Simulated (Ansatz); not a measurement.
A nudged elastic band was laid between two geometries of CH5OSi (8 atoms, charge 1, multiplicity 1).

The calculation used RKS B3LYP-D4/6-31G in Ansatz 0.2.0.

* movable images: 7
* climbing image: yes
* spring: 5.0 eV/Å²
* optimiser: quadratic models (default)
* start path: through a guess of the saddle point
* force threshold: 0.05 eV/Å
* iteration limit: 60
* end points: relaxed

First end point:

```xyz
8
Properties=species:S:1:pos:R:3
O -1.258 0.211 -1.339
C -0.204 0.579 -0.693
Si 0.632 -0.313 0.855
H -1.739 -0.611 -1.061
H 0.206 1.498 -1.121
H 0.595 0.752 1.897
H 2.000 -0.618 0.346
H -0.233 -1.498 1.117
```

Last end point:

```xyz
8
Properties=species:S:1:pos:R:3
O -1.325 -0.218 -1.029
C -0.276 0.394 -0.596
Si 0.705 -0.335 0.942
H -1.835 0.132 -1.805
H 0.027 1.312 -1.117
H 0.672 0.816 1.893
H 2.062 -0.547 0.355
H -0.030 -1.555 1.357
```

Problem. Which bonds break or form, and what moves?

Solution. No bond is made or broken. The dihedral H4–O1–C2–Si3 changes from 0 to -180° by way of a nearly straight angle H4–O1–C2 (up to 179°), not by a turn about the bond.

Problem. What energy profile does the band end with?

Solution. It converged. The highest image is number 4 of 0 to 8, 0.75 eV above the first end and 0.75 eV above the last; the last end lies 0.00 eV above the first. A vibrational analysis at the climbing image gives one clearly imaginary mode, 1034i cm⁻¹: a first-order saddle point. Limits of this set-up: no polarisation functions.

```json
{"image": "0", "path coordinate (Å)": "0.00", "energy (eV)": "0.00", "angle H4–O1–C2 (°)": "120"}
{"image": "1", "path coordinate (Å)": "0.24", "energy (eV)": "0.02", "angle H4–O1–C2 (°)": "122"}
{"image": "2", "path coordinate (Å)": "0.47", "energy (eV)": "0.11", "angle H4–O1–C2 (°)": "130"}
{"image": "3", "path coordinate (Å)": "0.71", "energy (eV)": "0.47", "angle H4–O1–C2 (°)": "152"}
{"image": "4", "path coordinate (Å)": "0.95", "energy (eV)": "0.75", "angle H4–O1–C2 (°)": "179"}
{"image": "5", "path coordinate (Å)": "1.16", "energy (eV)": "0.53", "angle H4–O1–C2 (°)": "157"}
{"image": "6", "path coordinate (Å)": "1.36", "energy (eV)": "0.18", "angle H4–O1–C2 (°)": "136"}
{"image": "7", "path coordinate (Å)": "1.57", "energy (eV)": "0.02", "angle H4–O1–C2 (°)": "124"}
{"image": "8", "path coordinate (Å)": "1.77", "energy (eV)": "0.00", "angle H4–O1–C2 (°)": "121"}
```

Problem. What is the geometry of the highest image?

Solution. 
```xyz
8
Properties=species:S:1:pos:R:3
O -1.272 0.063 -1.148
C -0.207 0.508 -0.629
Si 0.711 -0.340 0.898
H -2.095 -0.276 -1.528
H 0.180 1.425 -1.100
H 0.656 0.742 1.927
H 2.088 -0.553 0.361
H -0.060 -1.570 1.218
```

Problem. What are the harmonic wavenumbers there?

Solution. 1034i, 70, 289, 333, 470, 501, 705, 831, 859, 878, 940, 1431, 1575, 2202, 2233, 2276, 3067, 3791 cm⁻¹.

Run time: 2.6 min on 1 thread of Arm Neoverse V2, on a shared host, peak memory 0.095 GiB.
